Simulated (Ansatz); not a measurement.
Calculation: B3LYP-D3(BJ)/def2-TZVP (Ansatz, a first-principles code). No frequencies were computed at this level.

Ansatz 0.2 input:
```yaml
crystal:
  periodic: [false, false, false]
  atoms:
    - { symbol: C, position_ang: [0.800204, -0.315791, -0.026897] }
    - { symbol: C, position_ang: [-0.451235, -0.030472, 0.077294] }
    - { symbol: H, position_ang: [1.714971, 0.153299, -0.305343] }
    - { symbol: H, position_ang: [-0.881304, 0.949772, -0.150127] }
    - { symbol: H, position_ang: [-1.182636, -0.756808, 0.405072] }
basis:
  gaussian: { orbitals: def2-tzvp }
hamiltonian:
  xc: b3lyp
  dispersion: d3bj
relax:
  max_steps: 150
magnetization:
  spin_polarized: true
  initial_magnetization: 1
```

Output:

```
Functional definition: B3LYP
492 factors; their error is unknown
mean field evaluation 1: about -2115.6840 eV, gradient 3.2e1 eV
mean field evaluation 2: about -2114.1172 eV, gradient 3.6e1 eV
mean field evaluation 4: about -2120.7142 eV, gradient 3.3e0 eV
mean field evaluation 8: about -2120.7709 eV, gradient 1.0e-1 eV
mean field evaluation 16: about -2120.7640 eV, gradient 5.6e-5 eV
mean field -2120.76398680 eV, -77.9366390094 hartree, gradient 5.6e-5 eV, S^2 0.758821; 0 other end points of the search recorded, 0 dependent functions left out
reference -2120.76418271 eV, -77.9366462090 hartree; 8, 7 occupied and 72, 73 virtual orbitals, 492 factors
relax step   1: F+E_penalty+E_count = -2120.84801985 eV  Δ(F+E_penalty+E_count) = +0.000e0 eV  max|allowed force component| = 8.887e-1 eV/Å  Δτ_max = 0.0000 Å  (30 SCF iters, accepted)
these checks for a lower state are left out or cut short: starts, cluster_reference, orbital_swaps, neighbouring_geometries, increment
492 factors; their error is unknown
mean field -2120.77517470 eV, -77.9370501570 hartree, gradient 1.5e-5 eV, S^2 0.759195; 0 other end points of the search recorded, 0 dependent functions left out
reference -2120.77537069 eV, -77.9370573597 hartree; 8, 7 occupied and 72, 73 virtual orbitals, 492 factors
relax step   2: F+E_penalty+E_count = -2120.85910683 eV  Δ(F+E_penalty+E_count) = -1.109e-2 eV  max|allowed force component| = 3.264e-1 eV/Å  Δτ_max = 0.0115 Å  (34 SCF iters, accepted)
these checks for a lower state are left out or cut short: starts, cluster_reference, orbital_swaps, neighbouring_geometries, increment
492 factors; their error is unknown
mean field -2120.77722822 eV, -77.9371256227 hartree, gradient 1.5e-5 eV, S^2 0.759318; 0 other end points of the search recorded, 0 dependent functions left out
reference -2120.77742429 eV, -77.9371328280 hartree; 8, 7 occupied and 72, 73 virtual orbitals, 492 factors
relax step   3: F+E_penalty+E_count = -2120.86115647 eV  Δ(F+E_penalty+E_count) = -2.050e-3 eV  max|allowed force component| = 5.498e-2 eV/Å  Δτ_max = 0.0111 Å  (35 SCF iters, accepted)
these checks for a lower state are left out or cut short: starts, cluster_reference, orbital_swaps, neighbouring_geometries, increment
492 factors; their error is unknown
mean field evaluation 32: about -2120.7846 eV, gradient 3.6e-1 eV
mean field -2120.77761051 eV, -77.9371396714 hartree, gradient 1.1e-5 eV, S^2 0.759298; 0 other end points of the search recorded, 0 dependent functions left out
reference -2120.77780663 eV, -77.9371468789 hartree; 8, 7 occupied and 72, 73 virtual orbitals, 492 factors
relax step   4: F+E_penalty+E_count = -2120.86158524 eV  Δ(F+E_penalty+E_count) = -4.288e-4 eV  max|allowed force component| = 7.747e-3 eV/Å  Δτ_max = 0.0090 Å  (35 SCF iters, accepted)
492 factors; their error is unknown
mean field -2120.77761051 eV, -77.9371396714 hartree, gradient 1.2e-5 eV, S^2 0.759298; 1 other end points of the search recorded, 0 dependent functions left out
reference -2120.77780663 eV, -77.9371468789 hartree; 8, 7 occupied and 72, 73 virtual orbitals, 492 factors
Total energy: -2120.86178136 eV, -77.9402328933 hartree
Atom 0 at     0.800207    -0.319185    -0.025935 Å, force    -0.000759    -0.007747     0.002897 eV/Å
Atom 1 at    -0.465456    -0.036094     0.081203 Å, force     0.002214    -0.000195    -0.000071 eV/Å
Atom 2 at     1.718954     0.168500    -0.310466 Å, force     0.002147     0.006678    -0.002691 eV/Å
Atom 3 at    -0.856776     0.955797    -0.155652 Å, force    -0.000472    -0.004056     0.001276 eV/Å
Atom 4 at    -1.196929    -0.769018     0.410848 Å, force    -0.003129     0.005320    -0.001410 eV/Å
Dipole moment:    -0.040790     0.137014    -0.034674 e Å
```

Cost: about 10 core-seconds (a rough figure).
